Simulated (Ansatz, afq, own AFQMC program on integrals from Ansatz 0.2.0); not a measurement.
Where AFQMC and coupled cluster stand for SbH⁺, quartet

```xyz
2

Sb    0.0000    0.0000    0.0000
H     0.0000    0.0000    5.1000
```

Basis def2-TZVP with its core potentials. Noble-gas cores (and the filled d shells of Ga–Kr and In–Xe) are frozen. Integrals, coupled cluster, full CI and functionals: Ansatz 0.2.0; the random walks run on the same integrals in our own AFQMC program. ph-AFQMC/CISD is guided by a CISD state made of CCSD amplitudes; releasing the constraint for a short imaginary time cuts its bias at the price of noise, slowly where states lie close. Uncertainties: one standard error, sampling alone. No spin–orbit coupling.

Determinant: UHF, the one that the program's search chose, which needn't be the lowest solution. The geometry is a point of a scan.

No full CI on the walks' own integrals is used here; CCSDT(Q) serves as the reference and is uncertain by about the last step of the cluster series.

Cautions: no spin-orbit coupling; inner d shell frozen; lower spins were not checked.

- T1 diagnostic: 0.0066
- weight of the determinant in the CISD state: 0.953
- ⟨S²⟩ of the determinant: 3.760
- size of the correlated space: 5 electrons in 47 orbitals

Reference: CCSDT(Q), correlation energy -1.648 eV. The released energy is read at 2.40 1/Eh (meV from the phaseless value at times in 1/Eh: -2 ± 4 at 0.24, -2 ± 3 at 0.51, -6 ± 3 at 0.99, -6 ± 3 at 1.62, -2 ± 3 at 2.40).

| level | E − E(reference) (mEh) | share of correlation (%) |
| --- | --- | --- |
| HF | 60.58 | 0.00 |
| MP2 | 15.00 | 75.23 |
| CCSD | 1.81 | 97.01 |
| CCSD(T) | 0.43 | 99.30 |
| CCSDT | 0.02 | 99.96 |
| ph-AFQMC/CISD | -0.03 ± 0.09 | 100.04 |
| released AFQMC | -0.09 ± 0.10 | 100.16 |

A walk keeps the symmetry of its determinant, which the program's search chose and which needn't be the lowest solution, so a lower state of the same spin and another symmetry isn't excluded. Released energies are given only where the last usable release times agree within the noise; a slower fall can still hide under it.
